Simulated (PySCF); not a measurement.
# Working out the ionisation energy of Ar

Ar [Ar] (1S) → Ar⁺ [Ne] 3s2 3p5 (2P). All numbers are calculated (PySCF 2.14, scalar relativity by spin-free X2C-1e, in aug-cc-pVDZ-DK). Frozen: [Ne]. Energies in hartree (1 hartree = 27.21139 eV):

| part | Ar (lower) | Ar⁺ (upper) |
| --- | --- | --- |
| UHF | -528.607121 | -528.068232 |
| MP2 opposite-spin | -0.112019 | -0.088654 |
| MP2 same-spin | -0.042390 | -0.029914 |

What does Hartree-Fock give?

(-528.068232) − (-528.607121) = 0.538889 hartree = 14.664 eV.

What do MP2 and SCS-MP2 (6/5 opposite-spin, 1/3 same-spin) give?

The opposite-spin parts differ by 0.636 eV and the same-spin parts by 0.339 eV. MP2: 14.664 + (0.636) + (0.339) = 15.639 eV. SCS-MP2: 14.664 + 1.2 × (0.636) + (0.339)/3 = 15.540 eV.

Measured between the centres of the two terms (NIST): 15.819 eV, so MP2 (valence) is off by -0.180 eV.

A double-zeta basis recovers only part of the correlation energy.

What remains against the reference includes basis incompleteness, the frozen core and correlation beyond second order.
